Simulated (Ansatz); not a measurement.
Method: CAM-B3LYP-D3(BJ)/def2-TZVP run with Ansatz (an electronic-structure program). No frequencies were computed at this level.

Ansatz 0.2 input:
```yaml
crystal:
  periodic: [false, false, false]
  atoms:
    - { symbol: Cl, position_ang: [-0.891785, -1.47501, -0.000127] }
    - { symbol: B, position_ang: [-0.000387, 0.000132, 0.00008] }
    - { symbol: Cl, position_ang: [-0.830929, 1.510385, 0.000074] }
    - { symbol: Cl, position_ang: [1.723101, -0.035508, -0.000027] }
basis:
  gaussian: { orbitals: def2-tzvp }
hamiltonian:
  xc: cam_b3lyp
  dispersion: d3bj
relax:
  max_steps: 150
```

Output:

```
Functional definition: CAM-B3LYP
958 factors; their error is unknown
221 factors; integrals over basis functions are off by at most 6.5e-6 eV
mean field evaluation 1: about -38248.9651 eV, gradient 1.4e1 eV
mean field evaluation 2: about -38249.2724 eV, gradient 1.1e1 eV
mean field evaluation 4: about -38249.4592 eV, gradient 1.0e0 eV
mean field evaluation 8: about -38249.5472 eV, gradient 2.1e-3 eV
mean field -38249.54721760 eV, -1405.6449337726 hartree, gradient 5.9e-6 eV, S^2 0.000000; 0 other end points of the search recorded, 0 dependent functions left out
reference -38249.54733389 eV, -1405.6449380459 hartree; 28, 28 occupied and 114, 114 virtual orbitals, 958 factors
relax step   1: F+E_penalty+E_count = -38249.65931173 eV  Δ(F+E_penalty+E_count) = +0.000e0 eV  max|allowed force component| = 4.312e-1 eV/Å  Δτ_max = 0.0000 Å  (25 SCF iters, accepted)
these checks for a lower state are left out or cut short: starts, cluster_reference, orbital_swaps, neighbouring_geometries, increment
958 factors; their error is unknown
221 factors; integrals over basis functions are off by at most 6.5e-6 eV
mean field evaluation 16: about -38249.4689 eV, gradient 2.1e-3 eV
mean field -38249.55409978 eV, -1405.6451866878 hartree, gradient 7.0e-6 eV, S^2 0.000000; 0 other end points of the search recorded, 0 dependent functions left out
reference -38249.55421628 eV, -1405.6451909691 hartree; 28, 28 occupied and 114, 114 virtual orbitals, 958 factors
relax step   2: F+E_penalty+E_count = -38249.66601488 eV  Δ(F+E_penalty+E_count) = -6.703e-3 eV  max|allowed force component| = 1.994e-1 eV/Å  Δτ_max = 0.0080 Å  (29 SCF iters, accepted)
these checks for a lower state are left out or cut short: starts, cluster_reference, orbital_swaps, neighbouring_geometries, increment
958 factors; their error is unknown
221 factors; integrals over basis functions are off by at most 6.7e-6 eV
mean field -38249.52229609 eV, -1405.6440179239 hartree, gradient 1.8e-5 eV, S^2 0.000000; 0 other end points of the search recorded, 0 dependent functions left out
reference -38249.52241301 eV, -1405.6440222208 hartree; 28, 28 occupied and 114, 114 virtual orbitals, 958 factors
relax step   3: F+E_penalty+E_count = -38249.63380653 eV  Δ(F+E_penalty+E_count) = +3.221e-2 eV  max|allowed force component| = 7.043e-1 eV/Å  Δτ_max = 0.0729 Å  (29 SCF iters, rejected (line search))
these checks for a lower state are left out or cut short: starts, cluster_reference, orbital_swaps, neighbouring_geometries, increment
958 factors; their error is unknown
221 factors; integrals over basis functions are off by at most 6.6e-6 eV
mean field evaluation 32: about -38249.5567 eV, gradient 7.7e-6 eV
mean field -38249.55667309 eV, -1405.6452812553 hartree, gradient 6.7e-6 eV, S^2 0.000000; 0 other end points of the search recorded, 0 dependent functions left out
reference -38249.55678979 eV, -1405.6452855439 hartree; 28, 28 occupied and 114, 114 virtual orbitals, 958 factors
relax step   4: F+E_penalty+E_count = -38249.66842225 eV  Δ(F+E_penalty+E_count) = -2.407e-3 eV  max|allowed force component| = 3.243e-3 eV/Å  Δτ_max = 0.0075 Å  (29 SCF iters, accepted)
958 factors; their error is unknown
221 factors; integrals over basis functions are off by at most 6.6e-6 eV
mean field -38249.55667309 eV, -1405.6452812553 hartree, gradient 6.7e-6 eV, S^2 0.000000; 1 other end points of the search recorded, 0 dependent functions left out
reference -38249.55678979 eV, -1405.6452855439 hartree; 28, 28 occupied and 114, 114 virtual orbitals, 958 factors
Total energy: -38249.66853895 eV, -1405.6493922499 hartree
Atom 0 at    -0.899653    -1.486820    -0.000118 Å, force     0.000633    -0.000670     0.000153 eV/Å
Atom 1 at    -0.000005    -0.000022     0.000044 Å, force     0.002926    -0.000400    -0.000460 eV/Å
Atom 2 at    -0.837924     1.522375     0.000085 Å, force    -0.000316     0.001463     0.000153 eV/Å
Atom 3 at     1.737583    -0.035533    -0.000011 Å, force    -0.003243    -0.000393     0.000153 eV/Å
Dipole moment:    -0.000152     0.000015     0.000014 e Å
```

Cost: roughly 27 core-seconds.
